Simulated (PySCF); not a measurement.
Work out the structure from these simulated measurements.

Formula: CH3BN; charge -1.

* 1H NMR: chemical shifts (computed TMS as zero) by class: 0.49 (3 H) ppm [GIAO HF/pcSseg-2]
* Rotational structure: rotational constants A, B, C: 121.756, 8.478, 8.478 GHz [PBE0-D3(BJ)/def2-SVP]
* Couplings: largest of the computed one-bond spin–spin couplings (means over like bonds): 11B–1H +95.5 (×3), 13C–11B +62.2, 15N–13C -16.1 Hz [B3LYP/pcJ-1]
* 13C NMR: chemical shifts (computed TMS as zero) by class: 159.3 (1 C) ppm [GIAO HF/pcSseg-2]
* XPS: B1s 188.8, C1s 285.9, N1s 398.8 eV [ΔSCF SCAN, pcX-2 on the ionised atom, pcseg-1 elsewhere, spin-free X2C]
* NMR, other nuclei: isotropic shieldings of nuclei other than C and H, by class: 155 (1 B), -40 (1 N) ppm [GIAO HF/pcSseg-2]

Electronic properties: PySCF, gas phase, density fitting. Levels stand in brackets. Isolated species at its PBE0-D3(BJ)/def2-SVP geometry, gas phase. The geometry's basis has no diffuse functions, a weakness for an anion. No diffuse functions stand in pcJ-1 and pcSseg-2, which bears on an anion's orbital energies. Each NMR value is the plain mean over a class of atoms that symmetry, rotation or inversion makes alike.

Q: Propose a structure and show how it fits.

A: Numbering: `[BH3-:1][C:2]#[N:3]`. The one carbon: cyano carbon [C2] (159.3 ppm). All hydrogens form one class (0.49 ppm): B–H hydrogen. The other shieldings belong to: 155 ppm, four-coordinate boron [B1]; -40 ppm, cyano nitrogen [N3]. The couplings run between: +95.5 Hz, four-coordinate boron [B1] and its hydrogen (with 2 like pairs); +62.2 Hz, cyano carbon [C2] and four-coordinate boron [B1]; -16.1 Hz, cyano nitrogen [N3] and cyano carbon [C2]. The core levels belong to: B1s 188.8 eV, four-coordinate boron [B1]; C1s 285.9 eV, cyano carbon [C2]; N1s 398.8 eV, cyano nitrogen [N3]. The optimised geometry has point group C3v and is a prolate symmetric top. Structure: `[BH3-]C#N`. The assignments are read from this structure; whether some other isomer fits the data as well wasn't checked.
